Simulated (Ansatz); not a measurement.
## Ansatz (development build ahead of 0.2.0) run

```yaml
crystal:
  periodic: [false, false, false]
  atoms:
    - { symbol: C, position_ang: [0.0, 0.0, -0.65261] }
    - { symbol: C, position_ang: [0.0, 0.0, 0.65261] }
    - { symbol: H, position_ang: [0.0, 0.0, -1.81359] }
    - { symbol: H, position_ang: [0.0, 0.0, 1.81359] }
basis:
  gaussian: { orbitals: cc-pVTZ }
hamiltonian:
  xc: hf
```

The input is written out in the form of the current development build from the run's settings.

The run gave:

| Quantity | Value |
| --- | --- |
| Converged | yes |
| Total energy | -76.80735 hartree |
| Spin squared of the determinant | 0.000 |
